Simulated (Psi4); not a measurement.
Reaction (SMILES): S (H2S) + H+ → [SH3+]
B3LYP-D3(BJ)/def2-TZVP geometries, fixed; electronic energies without zero-point terms; positive where energy is released.
Largest species:
```xyz
4

S      0.1049    -0.0008     0.0446
H     -0.3243     0.9941    -0.7736
H     -0.3450    -0.9973    -0.7604
H     -1.0094     0.0159     0.8202
```
Charge +1, spin multiplicity 1.

The proton affinity at MP2 with Psi4, in kcal/mol, split into its Hartree-Fock and correlation parts. Density fitting with the program's default auxiliary sets. Cores are frozen. No added dispersion term, no relativity. Functions are those of the species that has most.

```csv
basis,X,functions,Hartree-Fock,MP2
cc-pV(D+d)Z,2,38,176.18,177.14
cc-pV(T+d)Z,3,81,176.73,174.53
cc-pV(Q+d)Z,4,154,176.75,173.64
cc-pV(5+d)Z,5,265,176.80,173.28
```

Worked estimate of the basis-set limit from each neighbouring pair, with Hartree-Fock from the larger set and the correlation part extrapolated as X^-3.
Correlation parts: X = 2: 0.96, X = 3: -2.20, X = 4: -3.11, X = 5: -3.52.
- (2,3): (27·(-2.20) - 8·(0.96))/19 = -3.53; with Hartree-Fock 176.73 the estimate is 173.20 kcal/mol.
- (3,4): (64·(-3.11) - 27·(-2.20))/37 = -3.77; with Hartree-Fock 176.75 the estimate is 172.98 kcal/mol.
- (4,5): (125·(-3.52) - 64·(-3.11))/61 = -3.95; with Hartree-Fock 176.80 the estimate is 172.85 kcal/mol.
The last two estimates differ by 0.13 kcal/mol; the largest set lies 0.43 from the last. Over the last step Hartree-Fock moves by 0.05 and the correlation part by -0.41.
